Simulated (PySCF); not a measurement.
Species: C₄H₆OS.
Atom-mapped SMILES: `[CH3:1][C@@H:2]1[CH2:3][O:4][C:5]1=[S:6]` (hydrogens: H7, H8, H9 on C1; H10 on C2; H11, H12 on C3)

Computed, not measured: TDDFT B3LYP/def2-SVPD, vertical, gas phase, core orbitals frozen in the response (PySCF). Isolated species at its GFN2-xTB geometry, gas phase.

Computed states:

```csv
state,E (eV),f
S1,3.41,0.0000
S2,5.47,0.153
S3,5.96,0.035
S4,6.58,0.064
S5,6.61,0.0029
S6,6.67,0.024
S7,6.77,0.0045
S8,6.78,0.069
```

Each state is given a Gaussian of 0.4 eV full width at half maximum, with ε(max) = 2.175×10⁸ f / Δν̃ (Δν̃ the width in cm⁻¹). The width is an assumption, not a result. The curve ends short of the highest state used, and states not computed would add to its high-energy end.

(1) Give the broadened spectrum and its maxima.

(2) Coming from long wavelengths, where does ε first pass 100 L mol⁻¹ cm⁻¹?

(3) Does any computed singlet lie in the visible range?

(4) On this curve, what absorbance would a 10⁻⁴ mol/L sample give at 222 nm over a 1 cm path?

Results:

(1) 
| E (eV) | ε (L mol⁻¹ cm⁻¹) |
| --- | --- |
| 2.81 | 0 |
| 2.90 | 0 |
| 3.00 | 0 |
| 3.10 | 0 |
| 3.19 | 0 |
| 3.29 | 1 |
| 3.38 | 1 |
| 3.48 | 1 |
| 3.58 | 0 |
| 3.67 | 0 |
| 3.77 | 0 |
| 3.87 | 0 |
| 3.96 | 0 |
| 4.06 | 0 |
| 4.16 | 0 |
| 4.25 | 0 |
| 4.35 | 0 |
| 4.45 | 0 |
| 4.54 | 0 |
| 4.64 | 0 |
| 4.73 | 1 |
| 4.83 | 9 |
| 4.93 | 66 |
| 5.02 | 310 |
| 5.12 | 1237 |
| 5.22 | 3494 |
| 5.31 | 6615 |
| 5.41 | 9682 |
| 5.51 | 10068 |
| 5.60 | 7909 |
| 5.70 | 4831 |
| 5.80 | 3065 |
| 5.89 | 2646 |
| 5.99 | 2421 |
| 6.08 | 1906 |
| 6.18 | 1315 |

Maxima: 227 nm (5.47 eV), ε about 10000, made up of S2 (100%) (ε in L mol⁻¹ cm⁻¹; maxima over ε = 5, shares over 10%).

(2) At about 250 nm (4.95 eV), 1.55 eV above S1.

(3) No computed singlet lies in the visible range (380 to 750 nm); the lowest, at 364 nm, stands 0.14 eV above its violet end (3.26 eV); a Tamm–Dancoff triplet lies at 407 nm, without intensity as long as spin–orbit coupling is left out.

(4) 222 nm is 5.585 eV, where ε is about 8400 L mol⁻¹ cm⁻¹, so A = ε c l ≈ 0.84 (Beer–Lambert, with the gas-phase spectrum and the assumed width).
